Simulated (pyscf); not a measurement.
H₂C=O + CH₃• → •H₂C–O–CH₃, an addition (doublet surface; none broken, C–O formed). Structures and frequencies: ωB97X-D3(BJ)/def2-SVP in PySCF. Correlated levels are frozen-core, on RHF or UHF. ΔMP2 is the change of the MP2 total energy from the triple- to the quadruple-zeta basis. Energies in kcal/mol from the separated reactants.

Small-basis levels: PySCF, no dispersion term, spherical d functions. AM1 to PM7: differences of heats of formation from MOPAC. Open shells are spin-unrestricted. 

```json
[
 {"level": "HF/3-21G", "barrier": "14.1", "reaction energy": "-14.0"},
 {"level": "MP2/6-31G*", "barrier": "29.4", "reaction energy": "-10.0"},
 {"level": "SVWN5/6-31G*", "barrier": "-2.5", "reaction energy": "-32.8"},
 {"level": "PBE/6-31G*", "barrier": "6.2", "reaction energy": "-18.0"},
 {"level": "B3LYP/3-21G", "barrier": "4.3", "reaction energy": "-18.1"},
 {"level": "B3LYP/6-31G*", "barrier": "___", "reaction energy": "-14.7"},
 {"level": "B3LYP/6-311+G**", "barrier": "___", "reaction energy": "-11.2"},
 {"level": "AM1", "barrier": "11.4", "reaction energy": "-20.2"},
 {"level": "PM6", "barrier": "4.9", "reaction energy": "-25.8"},
 {"level": "CCSD(T)/def2-TZVPP + ΔMP2(QZVPP)", "barrier": "___", "reaction energy": "-12.6"}
]
```

Q: Complete the blanks.

A: 
- B3LYP/6-31G*, barrier: 11.5
- B3LYP/6-311+G**, barrier: 13.4
- CCSD(T)/def2-TZVPP + ΔMP2(QZVPP), barrier: 17.7

Against the last row the barrier runs from -20.2 (SVWN5/6-31G*) to +11.7 kcal/mol (MP2/6-31G*). At SVWN5/6-31G* this geometry lies under one side, so the entry may be no barrier of that level: it is a single point on another level's saddle. CCSD(T)/def2-TZVPP + ΔMP2(QZVPP) has limits of its own. •H₂C–O–CH₃ lies 12.9 kcal/mol over its isomer H₃C–CH•–OH (electronic energy, ωB97M-D3(BJ)). This is the saddle that the search found; another between the same sides may lie lower. The CCSD(T) − MP2 part came from Ansatz, without density fitting, on the same reference. A UHF reference is spin-contaminated (<S²> up to 1.01), which harms MP2 most.
